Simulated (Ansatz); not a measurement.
**CHSi+ (quintet): wave-function methods side by side, def2-QZVPP**

One table from this session's results is given with a row withheld; the runs are named, their logs left out.

The runs use Ansatz 0.2.0, Gaussian basis; def2-QZVPP, core rule «outside noble gas», up to 6 orbitals frozen.

To be run: UHF; ROHF; CCSD(T) on UHF.

## The geometry

The geometry is a PBE0/def2-TZVP stationary point (not a proven minimum) of the parent state, kept for this charge and spin.

3 atoms, charge 1, spin multiplicity 5.

Atoms are counted from 1 here; the program's logs count them from 0.

Bond lengths: Si1–C2 1.840 Å, Si1–H3 1.533 Å. Angles: C2–Si1–H3 97.9°.

The first run:

Input file in.yaml:

```yaml
crystal:
  periodic: [false, false, false]
  atoms:
    - {symbol: Si, position_ang: [0.000000, -0.083231, 0.527232]}
    - {symbol: C, position_ang: [0.000000, 0.076222, -1.305753]}
    - {symbol: H, position_ang: [0.000000, 1.410897, 0.868536]}
basis:
  gaussian: {orbitals: "def2-QZVPP.json"}
total_charge: 1
magnetization: {spin_polarized: true, initial_magnetization: 4}
hamiltonian: {xc: hf}
output: {orbitals: {seedname: orbitals}}
```

The run is started by

```bash
> ansatz run in.yaml --threads 1 --pin off --events-out ev --progress --plain --max-ram 4096MiB --backend cpu
```

Among the steps run: UHF; ROHF; CCSD(T) on UHF.

One of the session's tables, all rows but one given; the rest of the session is left out.

```
  method  from UCCSD(T) (meV)
    ROHF              +5026.0
     UHF              +4919.3
    UMP2                    ?
   UCCSD               +202.6
UCCSD(T)                    0
```

Q: Estimate the row for UMP2 from the others.

As computed: from UCCSD(T) (meV): +975.9. In the column «from UCCSD(T) (meV)» it lies between UCCSD (+202.6) and UHF (+4919.3).
